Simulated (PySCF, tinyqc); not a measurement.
RHF in the sto-3g basis, for CH2, spin multiplicity 1, step by step (part 2 of 2). The lowest restricted solution is unstable here: a spin-polarised one lies 0.0327 hartree lower (PySCF). Computed by tinyqc, a small Python program that keeps every step (integrals from PySCF). Command: `OMP_NUM_THREADS=1 python tinyqc.py 25928 25929 out.jsonl` (the two numbers bound the seeds that draw the settings). One thread of a shared host (Intel(R) Xeon(R) Processor @ 2.60GHz), about 0.1 s of CPU time with the checks.

Geometry (angstrom):
```
atom         x          y         z
C     0.000000   0.000000  0.000000
H     0.000000   1.301000  0.625000
H     0.000000  -1.301000  0.625000
```

## Convergence

Stop when the energy changes by less than 1e-08 hartree and every element of the error matrix X^T (F D S - S D F) X is below 3e-05.

Course of the cycle:
```
iteration   E (hartree)     change  largest element of the error matrix
1          -36.73794273          -                             4.54e-01
2          -37.68891160  -9.51e-01                             3.12e-01
3          -38.12673344  -4.38e-01                             1.54e-01
4          -38.21642023  -8.97e-02                             6.31e-02
5          -38.24007271  -2.37e-02                             2.87e-02
6          -38.24115679  -1.08e-03                             1.08e-02
7          -38.24135444  -1.98e-04                             8.78e-04
8          -38.24135543  -9.94e-07                             1.53e-05
9          -38.24135544  -6.28e-10                             5.82e-06
```

PySCF RHF in the same basis = -38.24135544 hartree

Converged in 9 iterations.

## Populations, bond orders and dipole

D after iteration 9, lower triangle:
```
            1C 1s      1C 2s    1C 2px     1C 2py    1C 2pz      2H 1s     3H 1s
1C 1s    2.110104
1C 2s   -0.442622   1.816155
1C 2px   0.000000   0.000000  0.000000
1C 2py   0.000000   0.000000  0.000000   0.535829
1C 2pz   0.136722  -0.618871  0.000000   0.000000  1.236325
2H 1s   -0.050035   0.076931  0.000000   0.493155  0.538993   0.768949
3H 1s   -0.050035   0.076931  0.000000  -0.493155  0.538993  -0.138809  0.768949
```

overlap S, lower triangle:
```
           1C 1s     1C 2s    1C 2px     1C 2py    1C 2pz     2H 1s     3H 1s
1C 1s   1.000000
1C 2s   0.248362  1.000000
1C 2px  0.000000  0.000000  1.000000
1C 2py  0.000000  0.000000  0.000000   1.000000
1C 2pz  0.000000  0.000000  0.000000   0.000000  1.000000
2H 1s   0.027772  0.310024  0.000000   0.300840  0.144523  1.000000
3H 1s   0.027772  0.310024  0.000000  -0.300840  0.144523  0.040792  1.000000
```

Mulliken: Z minus the diagonal of D S on the atom; Loewdin: the same with S^(1/2) D S^(1/2); Mayer order: 2 sum_s sum (D(s) S)_ij (D(s) S)_ji over the two atoms.

Charges (e):
```
atom   Mulliken    Loewdin
1C     0.024011   0.043456
2H    -0.012006  -0.021728
3H    -0.012006  -0.021728
```

Mayer bond orders:
```
pair     order
2-1   0.975693
3-1   0.975693
3-2   0.024163
```

dipole moment about the origin, x y z (debye): 0.000000  0.000000  1.296869
